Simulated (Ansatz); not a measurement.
Bi2S3 (Pnma, No. 62), treated with PBEsol (Ansatz, a quantum-chemistry and plane-wave program, plane waves, PAW).

Numerical settings: plane-wave cutoff 520 eV, 4×8×4 k mesh (along the axes of the cell as run), Fermi–Dirac smearing 0.01 eV, scalar-relativistic PAW data made under PBE.

Cell (relaxed at this level):

Space group Pnma (No. 62); a = 11.178 Å, b = 3.966 Å, c = 10.944 Å, α = β = γ = 90.00°

```
atom  site  symmetry       x       y       z
----  ----  --------  ------  ------  ------
Bi      4c       .m.  0.4914  0.2500  0.3244
Bi      4c       .m.  0.1655  0.2500  0.5303
S       4c       .m.  0.2825  0.2500  0.1941
S       4c       .m.  0.0492  0.7500  0.3706
S       4c       .m.  0.1230  0.2500  0.9435
```

Question: Estimate the band gap, smallest direct gap on the k points sampled and Γ–Γ gap that the calculation returns.

Answer: 
- band gap: 1.21 eV
- smallest direct gap on the k points sampled: 1.30 eV
- Γ–Γ gap: 1.33 eV

Measured, for comparison: band gap 1.3 eV (temperature not stated, no zero-point or thermal correction; as tabulated in Wikipedia's data pages).

Spin–orbit coupling is not included; with these elements it can move the gap by several tenths of an eV or more.

Static lattice: no zero-point or thermal effects.

Cost on a shared machine: very roughly 5 core-minutes.
